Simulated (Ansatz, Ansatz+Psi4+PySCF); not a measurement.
```yaml
atoms:
  - { symbol: Al, position_ang: [0.0000, 0.0000, -1.3560] }
  - { symbol: P, position_ang: [0.0000, 0.0000, 1.3560] }
```

Basis set: cc-pV(T+d)Z (spherical functions). Correlated methods keep 10 orbitals frozen. Charge 0, multiplicity 3.

Computed with Ansatz (development build ahead of 0.2.0); the reference of a correlated method needn't be the lowest determinant of its kind.

Problem. Give the atomization energy at this shape (free ground-state atoms in the same class of orbitals less the molecule, no zero-point energy) of triplet AlP by UHF-BCCD(T), UHF-CCSD(T).

Solution.

```tsv
method	atomization energy
UHF-BCCD(T)	1.82 eV
UHF-CCSD(T)	1.82 eV
```

Caution: the reference determinant was not shown to be the lowest; the shape is not the minimum.
